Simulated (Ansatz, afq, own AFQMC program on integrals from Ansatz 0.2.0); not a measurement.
## H2Br, doublet: AFQMC among the cluster methods

```xyz
3

Br    0.0000    0.0000   -1.3783
H     0.0000    0.0000    0.3167
H     0.0000    0.0000    1.0617
```

Basis cc-pVTZ. Noble-gas cores (and the filled d shells of Ga–Kr and In–Xe) are frozen. Integrals, coupled cluster, full CI and functionals: Ansatz 0.2.0; the random walks run on the same integrals in our own AFQMC program. The CISD trial takes its coefficients from CCSD amplitudes. Released means that phaseless walkers are propagated on without the constraint, phases kept. Error bars are statistical, one sigma. No spin–orbit coupling.

Determinant: UHF, the one that the program's search chose, which needn't be the lowest solution. The geometry is a point of a scan.

No full CI on the walks' own integrals is used here; CCSDT(Q) serves as the reference and is uncertain by about the last step of the cluster series.

Cautions: no relativity below Rb; no spin-orbit coupling; inner d shell frozen.

```
T1 diagnostic                               : 0.0111
weight of the determinant in the CISD state : 0.914
⟨S²⟩ of the determinant                     : 0.773
size of the correlated space                : 9 electrons in 57 orbitals
```

```
  level  correlation energy (eV)
    MP2                  -4.8586
   CCSD                  -5.5553
CCSD(T)                  -5.7215
```

(1) Estimate where AFQMC with the constraint released lies against CCSD(T) on the same integrals.

(1) 2.2 ± 0.2 kJ/mol below CCSD(T).

Reference: CCSDT(Q), correlation energy -5.744 eV. The released energy is read at 2.40 1/Eh (meV from the phaseless value at times in 1/Eh: -5.2 ± 1.9 at 0.24, -6.8 ± 1.8 at 0.51, -9.1 ± 1.5 at 0.99, -6.8 ± 2.0 at 1.62, -7.9 ± 2.1 at 2.40).

```tsv
level	E − E(reference) (kJ/mol)	share of correlation (%)
CCSD(T)	2.2	99.60
CCSDT	0.5	99.91
ph-AFQMC/CISD	0.8 ± 0.2	99.86
released AFQMC	0.0 ± 0.2	100.00
```

A walk keeps the symmetry of its determinant, which the program's search chose and which needn't be the lowest solution, so a lower state of the same spin and another symmetry isn't excluded. Released energies are given only where the last usable release times agree within the noise; a slower fall can still hide under it.
